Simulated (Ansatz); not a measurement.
# ClHOSi: taking an electron away

The task here is to estimate one member of a computed series from the others.

The runs use Ansatz 0.2.0, Gaussian basis; unrestricted cation, the program's frozen cores in correlated methods.

Plan: UKS PBE-D4/def2-TZVPP; UKS r2SCAN-D4/def2-TZVPP; UKS PBE0-D4/def2-TZVPP; UKS B3LYP-D4/def2-TZVPP; UKS wB97X-V/def2-TZVPP; UKS wB97M-V/def2-TZVPP; UKS B2PLYP/def2-TZVPP; UHF-CCSD(T)/def2-TZVPP; UHF-MP2/def2-QZVPP; extrapolation to the limit; then −ε(HOMO) from the neutral's earlier runs with LDA (SPW92), PBE-D4, revPBE-D4, BLYP-D4, r2SCAN-D4, B97M-V, PBE0-D4, B3LYP-D4, r2SCANh-D4, r2SCAN0-D4, HSE06-D4, BHLYP-D4, CAM-B3LYP-D4, LC-ωPBE, ωB97X-V, ωB97M-V.

## The geometry

The geometry comes from an earlier relaxation with PBE0-D4 in a triple-zeta def2 set; it is a stationary point.

SMILES `O[Si]Cl`, 4 atoms, charge 0, spin multiplicity 1.

Atoms are counted from 1 here; the program's logs count them from 0.

Bond lengths: O1–Si2 1.637 Å, O1–H4 0.963 Å, Si2–Cl3 2.110 Å. Angles: Si2–O1–H4 120.4°, O1–Si2–Cl3 101.3°.

The first run:

Input file in.yaml:

```yaml
crystal:
  periodic: [false, false, false]
  atoms:
    - {symbol: O, position_ang: [-0.911755, 0.450160, -0.308684]}
    - {symbol: Si, position_ang: [-0.434209, -0.789716, 0.647025]}
    - {symbol: Cl, position_ang: [1.662272, -0.701008, 0.421355]}
    - {symbol: H, position_ang: [-0.260807, 0.980362, -0.779997]}
basis:
  gaussian: {orbitals: def2-TZVPP}
total_charge: 1
magnetization: {spin_polarized: true, initial_magnetization: 1}
hamiltonian: {xc: pbe, dispersion: d4}
```

Steps of the session up to this table: Cation, UKS PBE-D4/def2-TZVPP; Cation, UKS r2SCAN-D4/def2-TZVPP; Cation, UKS PBE0-D4/def2-TZVPP; Cation, UKS B3LYP-D4/def2-TZVPP; Cation, UKS wB97X-V/def2-TZVPP; Cation, UKS wB97M-V/def2-TZVPP; Cation, UKS B2PLYP (frozen core)/def2-TZVPP; Cation, UHF-CCSD(T)/def2-TZVPP; Cation, UHF-MP2/def2-QZVPP.

One table of the session follows, with a row left open; its other results are not shown here.

It belongs to the step «Ionisation energies side by side». For comparison, −ε(HOMO) of the neutral from earlier runs:

```
  functional  −ε(HOMO) (eV)
 LDA (SPW92)           6.63
      PBE-D4           6.52
   revPBE-D4           6.47
     BLYP-D4           6.39
   r2SCAN-D4           6.73
      B97M-V           6.81
     PBE0-D4              ?
    B3LYP-D4           7.44
  r2SCANh-D4           7.14
  r2SCAN0-D4           7.76
    HSE06-D4           7.23
    BHLYP-D4           8.63
CAM-B3LYP-D4           8.93
     LC-ωPBE          10.21
     ωB97X-V           9.89
     ωB97M-V           9.72
```

**Question.** Estimate the row for PBE0-D4.

**Answer.** −ε(HOMO) (eV): 7.63. In the column «−ε(HOMO) (eV)» it lies between B3LYP-D4 (7.44) and r2SCAN0-D4 (7.76).
